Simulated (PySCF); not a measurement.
# Cost of excited-state runs on chloroethane, C$_{2}$H$_{5}$Cl

Molfile (atoms numbered from 1):
```
C2H5Cl
     RDKit          3D

  8  7  0  0  0  0  0  0  0  0999 V2000
   -0.7928    0.0590   -0.0652 C   0  0  0  0  0  0  0  0  0  0  0  0
    0.6892   -0.2022    0.0091 C   0  0  0  0  0  0  0  0  0  0  0  0
    1.5897    1.2699    0.4770 Cl  0  0  0  0  0  0  0  0  0  0  0  0
   -1.1831    0.3772    0.9026 H   0  0  0  0  0  0  0  0  0  0  0  0
   -1.0170    0.8351   -0.7982 H   0  0  0  0  0  0  0  0  0  0  0  0
   -1.3118   -0.8568   -0.3622 H   0  0  0  0  0  0  0  0  0  0  0  0
    1.0959   -0.5161   -0.9515 H   0  0  0  0  0  0  0  0  0  0  0  0
    0.9319   -0.9580    0.7551 H   0  0  0  0  0  0  0  0  0  0  0  0
  1  2  1  0
  2  3  1  0
  1  4  1  0
  1  5  1  0
  1  6  1  0
  2  7  1  0
  2  8  1  0
M  END
```

PySCF with density fitting, on 1 thread of an Intel Xeon Platinum 8488C, shared host. Command: `OMP_NUM_THREADS=1 python excited_run.py task.json out`

(1) How long does each of these runs take, and how much memory?
- first hyperpolarisability, CAM-B3LYP/aug-cc-pVTZ; usual settings
- excited states, CAM-B3LYP/def2-TZVPD; Tamm-Dancoff; spin-orbit couplings; 6 states; 5 triplets; quadratic response for 4 states; IEF-PCM acetonitrile
- excited states, CAM-B3LYP/def2-TZVPD; Tamm-Dancoff; spin-orbit couplings; 6 states; 5 triplets; quadratic response for 4 states
- excited states, CAM-B3LYP/aug-cc-pVTZ; two-photon moments; 8 states; quadratic response for 6 states; 0 triplets

Results:

(1) 
```csv
run,level,basis functions,wall time,peak memory (GiB)
first hyperpolarisability,CAM-B3LYP/aug-cc-pVTZ,257,17 s,0.81
excited states,CAM-B3LYP/def2-TZVPD,165,10 s,0.68
excited states,CAM-B3LYP/def2-TZVPD,165,9.7 s,0.66
excited states,CAM-B3LYP/aug-cc-pVTZ,257,22 s,0.81
```
Times from a shared host are rough.
